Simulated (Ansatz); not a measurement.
# Worked example: correlation energy of HOP⁺, doublet

Geometry: that of the HOP, triplet, kept fixed.

```xyz
3

O     0.0000   -0.1018    1.0417
P     0.0000    0.0286   -0.5874
H     0.0000    0.7367    1.5146
```

Basis cc-pVTZ; Ansatz 0.2.0. Only valence electrons are correlated (noble-gas cores frozen), which leaves 11 electrons in 72 orbitals. Prefix R: restricted or restricted open-shell reference; prefix U: unrestricted.

Full CI isn't at hand for all of this; UCCSDT(Q) serves as the reference, and is uncertain by about the last step of the cluster series.

Runs differ by some tens of microhartree through their thresholds and, for an open shell, their frozen cores, so steps under 0.03 kcal/mol mean nothing.

```tsv
level	total energy (hartree)
UHF	-415.902172
UMP2	-416.242587
UCCSD	-416.258335
UCCSD(T)	-416.274534
UCCSDT	-416.275294
UCCSDT(Q)	-416.276495
```

Q: What is the correlation energy at UCCSDT(Q), and what share of it do UMP2 and UCCSD(T) recover?

A: E(corr) = -416.276495 − (-415.902172) = -0.374323 hartree = -10.186 eV. UMP2: -0.340415 / -0.374323 = 90.94 %. UCCSD(T): -0.372362 / -0.374323 = 99.48 %.

Q: By how many kcal/mol does UCCSD(T) miss UCCSDT(Q) (1 hartree = 627.509 kcal/mol), and which steps make up the rest?

A: -416.274534 − (-416.276495) = 0.001961 hartree = 1.23 kcal/mol. Steps: UCCSDT − UCCSD(T) = -0.48, UCCSDT(Q) − UCCSDT = -0.75 kcal/mol. Differences between like states or geometries often cancel part of this.
